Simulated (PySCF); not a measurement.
Homolysis of single bonds, series Si SH-H. Isolated molecules, 0 K electronic values unless said otherwise. One relaxed conformer stands for each flexible species; it need not be the lowest. Strings in code marks are SMILES.

The numbers are results of PBE-D3(BJ)/def2-TZVP run with PySCF, not measurements. Excitations are Tamm–Dancoff values on a coarser integration grid. The basis has no diffuse functions, so Rydberg states are missing or too high.

```json
[
 {"species": "whole molecule (`S[Si](S)(S)S`)", "HOMO–LUMO gap (eV)": "4.89", "LUMO (eV)": "-1.50", "T1 excitation (TDA) (eV)": "4.72"},
 {"species": "radical fragment (`S[Si](S)S`)", "HOMO–LUMO gap (eV)": "–", "LUMO (eV)": "–", "T1 excitation (TDA) (eV)": "–"},
 {"species": "radical fragment (`[SH]`)", "HOMO–LUMO gap (eV)": "–", "LUMO (eV)": "–", "T1 excitation (TDA) (eV)": "–"},
 {"species": "whole molecule (`S[SiH](S)S`)", "HOMO–LUMO gap (eV)": "5.33", "LUMO (eV)": "-1.03", "T1 excitation (TDA) (eV)": "5.14"},
 {"species": "whole molecule (`S[SiH2]S` (H–S–Si–S torsion 56°, S–Si–S–H torsion 56°))", "HOMO–LUMO gap (eV)": "5.15", "LUMO (eV)": "-1.13", "T1 excitation (TDA) (eV)": "4.92"}
]
```
